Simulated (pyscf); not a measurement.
PySCF, gas phase, ωB97X-D3(BJ)/def2-SVP geometries.

Q: `[CH]=[CH][GeH3]` [doublet] → `[GeH3]` [doublet] + `[CH]#[CH]`
Surface: doublet. Broken: C–Ge. Formed: none. Give ΔE‡ and ΔE from PBE/def2-TZVP, relative to the reactant's lowest minimum found.

A: ΔE‡ = 0.87 eV, ΔE = +0.86 eV. CCSD(T)/def2-TZVPP + ΔMP2(QZVPP) gives 0.99 eV and +0.75 eV. Zero-point energy shifts the barrier by -0.10 eV. It is a bond scission, with an imaginary mode of 345i cm⁻¹. On the reactant side the descent ends in a point that may be a rotor saddle (no frequency run), 0.04 eV over the lowest minimum found and 1.04 eV under the saddle at ωB97X-D3(BJ)/def2-TZVP. At ωB97X-D3(BJ)/def2-TZVP the barrier from the zero used here is 1.08 eV. •HC=CH–GeH₃ lies 1.17 eV over its isomer H₂C=CH–GeH₂• (electronic energy, ωB97M-D3(BJ)/def2-TZVP). This is the saddle that the search found; another between the same sides may lie lower. The CCSD(T) − MP2 part came from Ansatz, without density fitting, on the same reference. A UHF reference is spin-contaminated (<S²> up to 0.97), which harms MP2 most. The frozen core leaves the outer d or s,p core shells of the metals and heavy elements correlated in the MP2 and CC values, and def2-TZVPP describes them poorly, which can shift differences by a few kcal/mol. Elements up to Kr have no core potential and no relativistic terms here.
